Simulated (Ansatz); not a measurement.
Reaction: H2O2 (SMILES OO) → H2O2+ (parent SMILES OO, doublet) + e-
Each species at its own B3LYP-D3(BJ)/def2-TZVP minimum (Ansatz, an electronic-structure program).

Property: adiabatic ionisation energy (electronic), in eV. Open shells are spin-unrestricted; no spin-orbit coupling. CBS(X,Y): correlation extrapolated as X^-3, Hartree-Fock from the larger set (Q,5: extrapolated as (X+1)exp(-9√X)). A bracket is a step between two methods taken in the basis named. Functionals run without relativity, which enters their misses. Double hybrids freeze cores in their MP2 part. 'core' is core correlation in cc-pwCVTZ, 'X2C' scalar relativity in cc-pVTZ-DK, both at CCSD(T).

CCSD(T)/CBS(cc-pVQZ,cc-pV5Z) + [CCSDT(Q) - CCSD(T)]/cc-pVTZ + core + X2C (Ansatz) gives 10.65 eV.

Q: How far off this value is PBE/def2-TZVPD (Ansatz), in which direction, and which of these levels come nearer: r2SCAN/def2-TZVPD, B3LYP/def2-TZVPD, PBE0/def2-TZVPD, B2PLYP/def2-TZVPD, CCSD(T)/CBS(cc-pVQZ,cc-pV5Z) + core + X2C?

A: PBE gives 10.25 eV, 0.40 eV below it. Differences of the others: r2SCAN/def2-TZVPD (Ansatz) -0.37; B3LYP/def2-TZVPD (Ansatz) -0.13; PBE0/def2-TZVPD (Ansatz) -0.33; B2PLYP/def2-TZVPD (Ansatz) -0.22; CCSD(T)/CBS(cc-pVQZ,cc-pV5Z) + core + X2C (Ansatz) 0.01 eV. Nearer than PBE: r2SCAN/def2-TZVPD, B3LYP/def2-TZVPD, PBE0/def2-TZVPD, B2PLYP/def2-TZVPD, CCSD(T)/CBS(cc-pVQZ,cc-pV5Z) + core + X2C.
